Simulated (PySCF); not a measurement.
H6Si2, SMILES [SiH3][SiH3]. Atoms are numbered in the order given.

```xyz
8

Si     0.0000     0.0000    -1.1727
Si     0.0000     0.0000     1.1727
H     -1.2153    -0.7017    -1.6926
H      1.2153    -0.7017    -1.6926
H      0.0000     1.4033    -1.6926
H     -1.2153     0.7017     1.6926
H      1.2153     0.7017     1.6926
H      0.0000    -1.4033     1.6926
```
Charge 0, spin multiplicity 1.

Geometry optimised at PBE-D3(BJ)/def2-TZVP.

All values below come from PySCF with PBE-D3(BJ)/def2-TZVP.

Frequencies are harmonic and unscaled.

Modes within 1.5 cm⁻¹ of each other (mostly degenerate sets) share a row, with their intensities summed.

Problem. Give all harmonic wavenumbers and intensities. (The exact figures need the calculation; the answer reports its results.)

Solution. 
```tsv
mode	ν (cm⁻¹)	IR (km/mol)	moving atoms (share of kinetic energy)
1	133	0.0	H 100 %
2–3	348	30.3	H 98 %
4	419	0.0	Si 89 %, H 11 %
5–6	602	0.0	H 83 %, Si 17 %
7	803	439.0	H 91 %, Si 9 %
8	872	0.0	H 90 %, Si 10 %
9–10	900	0.0	H 98 %
11–12	914	136.4	H 97 %
13	2148	95.4	H 99 %
14	2154	0.0	H 99 %
15–16	2161	0.0	H 96 %
17–18	2171	306.8	H 96 %
```
